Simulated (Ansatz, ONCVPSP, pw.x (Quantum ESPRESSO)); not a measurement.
## pw.x on fcc Li: one setting changed

Potential: optimised norm-conserving Vanderbilt (ONCV), ONCVPSP 4.0.1.1 (patched build), LDA (Perdew-Wang 92); core none, reference 1s2 2s1; waves: 1s+2s: rc 0.90 bohr, ncon 4, nbas 8, qcut 11.7 1/bohr, 2 projectors; p scattering state at 0.24 Ha: rc 0.85 bohr, ncon 5, nbas 9, qcut 9.6 1/bohr, local; d scattering state at 0.03 Ha: rc 0.85 bohr, ncon 5, nbas 9, qcut 12.1 1/bohr, 1 projector; local part: the p channel; core correction: none.

The reference run (k-mesh 13³, cutoffs 150/600 Ry, Fermi–Dirac 0.01 Ry, mixing_beta 0.4, conv_thr 1e-9, no spin) gives -0.03 GPa at 19.064 Å³/atom, where all-electron LAPW gives -0.04 GPa. This run, with its own iteration cap, changes degauss to 0.005.

```
&control
  calculation='scf', prefix='x', pseudo_dir='./', outdir='./tmp', tstress=.true., disk_io='none'
/
&system
  ibrav=0, nat=1, ntyp=1, ecutwfc=150, ecutrho=600, nbnd=8,
  occupations='smearing', smearing='fd', degauss=0.005
/
&electrons
  conv_thr=1e-09, mixing_beta=0.4, electron_maxstep=50
/
ATOMIC_SPECIES
Li 1.0 Li.UPF
CELL_PARAMETERS angstrom
  0.00000000 2.12028713 2.12028713
  2.12028713 0.00000000 2.12028713
  2.12028713 2.12028713 0.00000000
ATOMIC_POSITIONS crystal
Li 0.0000 0.0000 0.0000
K_POINTS automatic
13 13 13 0 0 0
```

```bash
pw.x < Li.scf.in > Li.scf.out
```

Task: How does the run end?

Result: It converges in 5 iterations; the free energy moves by +12.5 meV/atom and the pressure by -0.02 GPa. In a metal, with Fermi–Dirac smearing, F lies below its zero-width value by a term in the square of the width.

```
Message from routine setup:
     using ibrav=0 with symmetry is DISCOURAGED, use correct ibrav instead
     lattice parameter (alat)  =       5.6664  a.u.
     unit-cell volume          =     128.6502 (a.u.)^3
     number of electrons       =         3.00
     number of Kohn-Sham states=            8
     kinetic-energy cutoff     =     150.0000  Ry
     charge density cutoff     =     600.0000  Ry
     scf convergence threshold =      1.0E-09
     Exchange-correlation= SLA  PW   NOGX NOGC
     number of k points=    84  Fermi-Dirac smearing, width (Ry)=  0.0050
     iteration #  1     ecut=   150.00 Ry     beta= 0.40
     total energy              =     -14.64461439 Ry
     estimated scf accuracy    <       0.00036879 Ry
     iteration #  2     ecut=   150.00 Ry     beta= 0.40
     total energy              =     -14.64456641 Ry
     estimated scf accuracy    <       0.00011306 Ry
     iteration #  3     ecut=   150.00 Ry     beta= 0.40
     total energy              =     -14.64457498 Ry
     estimated scf accuracy    <       0.00000165 Ry
     iteration #  4     ecut=   150.00 Ry     beta= 0.40
     total energy              =     -14.64457506 Ry
     estimated scf accuracy    <          6.1E-09 Ry
     iteration #  5     ecut=   150.00 Ry     beta= 0.40
     the Fermi energy is     1.0171 ev
!    total energy              =     -14.64457506 Ry
     estimated scf accuracy    <          4.7E-10 Ry
     smearing contrib. (-TS)   =      -0.00070262 Ry
     The total energy is F=E-TS. E is the sum of the following terms:
     one-electron contribution =     -10.10016297 Ry
     hartree contribution      =       3.97480042 Ry
     xc contribution           =      -3.36924486 Ry
     ewald contribution        =      -5.14926502 Ry
     convergence has been achieved in   5 iterations
          total   stress  (Ry/bohr**3)                   (kbar)     P=       -0.51
     Message from routine punch:
     Nothing written, as per user request (disk_io='none')
```

The run took about 62 s on one core of a shared host (Neoverse-N1, 64 threads, 124 GiB, load 59).
